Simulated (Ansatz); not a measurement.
# CH₄SSi (SMILES C=[SiH]S): functionals against CCSD(T) at one geometry

One table from this session's results is given with a row withheld; the runs are named, their logs left out.

Computed with Ansatz 0.2.0, Gaussian basis. Level: single points in def2-TZVPP.

Cores are frozen in the correlated methods.

## Starting geometry

SMILES `C=[SiH]S`, 7 atoms, charge 0, spin multiplicity 1.

Atoms are counted from 1 here; the program's logs count them from 0.

Bond lengths: C1–Si2 1.747 Å, C1–H4 1.059 Å, C1–H5 1.119 Å, Si2–S3 2.175 Å, Si2–H6 1.462 Å, S3–H7 1.305 Å. Angles: Si2–C1–H4 122.1°, Si2–C1–H5 122.8°, H4–C1–H5 114.8°, C1–Si2–S3 118.9°, C1–Si2–H6 136.8°, S3–Si2–H6 104.2°, Si2–S3–H7 93.5°.

Coordinates:

```csv
atom,x (Å),y (Å),z (Å)
C1,-0.8795,0.2876,-0.8048
Si2,0.0439,0.4448,0.6694
S3,1.6977,-0.9229,1.0246
H4,-0.6889,-0.4796,-1.5095
H5,-1.7692,0.9265,-1.0347
H6,0.0734,1.3497,1.8172
H7,1.4972,-1.5804,-0.0846
```

Set-up of the first run:

The input, run/in.yaml:

```yaml
crystal:
  periodic: [false, false, false]
  atoms:
    - {symbol: C, position_ang: [-0.879500, 0.287600, -0.804800]}
    - {symbol: Si, position_ang: [0.043900, 0.444800, 0.669400]}
    - {symbol: S, position_ang: [1.697700, -0.922900, 1.024600]}
    - {symbol: H, position_ang: [-0.688900, -0.479600, -1.509500]}
    - {symbol: H, position_ang: [-1.769200, 0.926500, -1.034700]}
    - {symbol: H, position_ang: [0.073400, 1.349700, 1.817200]}
    - {symbol: H, position_ang: [1.497200, -1.580400, -0.084600]}
basis:
  gaussian: {orbitals: def2-TZVPP}
correlation: {method: ccsd_t}
output: {forces: true}
```

The command line of these runs was not kept.

Among the steps run: CCSD(T)/def2-TZVPP; PBE0-D4/def2-TZVPP; wB97M-V/def2-TZVPP; r2SCAN-D4/def2-TZVPP; PBE-D4/def2-TZVPP; revPBE-D4/def2-TZVPP; SPW92/def2-TZVPP.

One of the session's tables, all rows but one given; the rest of the session is left out.

```
   method  RMS force component (eV/Å)  angle to CCSD(T) forces (°)  dipole (D)
  CCSD(T)                       0.803                    reference        0.39
  PBE0-D4                       0.892                          8.7        0.36
  wB97M-V                       0.887                         12.0        0.45
r2SCAN-D4                       0.864                          6.6        0.30
   PBE-D4                       0.872                         10.0        0.26
revPBE-D4                           ?                            ?           ?
    SPW92                       0.976                         14.2        0.28
```

**Question.** Estimate the row for revPBE-D4.

The run gave: RMS force component (eV/Å): 0.856; angle to CCSD(T) forces (°): 10.5; dipole (D): 0.26. In the column «RMS force component (eV/Å)» it lies between CCSD(T) (0.803) and r2SCAN-D4 (0.864).
